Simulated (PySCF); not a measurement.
# CH6SSi (methylsulfanylsilane): the cost of one run

The runs use PySCF 2.14.0, with density-fitted response routines of our own; the level of theory stands in each step. All values are computed, except where a source is named. Atoms count from 0, in the outputs and in this text.

### 1 Starting geometry

9 atoms, charge 0, multiplicity 1; geometry from: GFN2-xTB.

Bonds of the start (Å): C0–S1 1.82, S1–Si2 2.14, C0–H3 1.09, C0–H4 1.08, C0–H5 1.09, Si2–H6 1.46, Si2–H7 1.45, Si2–H8 1.46.

### 2 Geometry optimisation at PBE0-D3(BJ)/def2-SVP

The job: settings as JSON, then the geometry in Å.

```
{"job": {"xc": "PBE0", "basis": "def2-SVP", "d3": "d3bj", "grid": 1, "kind": "geom"}, "charge": 0, "multiplicity": 1}
C      1.432127     0.391009     0.392588
S      0.334570     0.625711    -1.041927
Si    -1.423213    -0.372165    -0.336455
H      1.584583    -0.669692     0.566380
H      2.375757     0.866958     0.147945
H      0.994408     0.859951     1.268505
H     -1.068920    -1.759528    -0.052368
H     -2.360839    -0.228200    -1.432420
H     -1.854910     0.291951     0.889812
```

Started as:

```bash
$ OMP_NUM_THREADS=1 python probes_run.py task.json out
```

One launch serves the whole session: the jobs run in the order shown.

**Question.** How long does this first job take on 1 thread of AMD EPYC, shared host, and how much memory does it need?

About 20 s, with a peak of 0.34 GiB.
